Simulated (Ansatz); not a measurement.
**Worked example: vertical ionisation energy of Si2H4 (SMILES [SiH][SiH3])**

Si2H4 has 6 atoms, charge 0, and is taken as a triplet. SMILES: `[SiH][SiH3]`. The coordinates come from a GFN2-xTB relaxation.

Both states at this one shape; open shells run unrestricted unless said. 1 Eh = 27.2114 eV.

```
                                  level  program  triplet Si2H4 (Eh)  doublet [Si2H4]+ (Eh)
                        U-r2SCAN/STO-3G   Ansatz         -574.492854            -574.308590
UCCSDTQ/STO-3G, 10 core orbitals frozen   Ansatz         -573.524685            -573.375515
```

Work out the vertical ionisation energy at each level.


1. U-r2SCAN/STO-3G: -574.308590 − (-574.492854) = 0.184264 Eh = 5.01 eV.
2. UCCSDTQ/STO-3G: -573.375515 − (-573.524685) = 0.149170 Eh = 4.06 eV.

No measured value is set beside it here; the levels span 4.06 to 5.01 eV. Minimal sets are far from the basis-set limit.
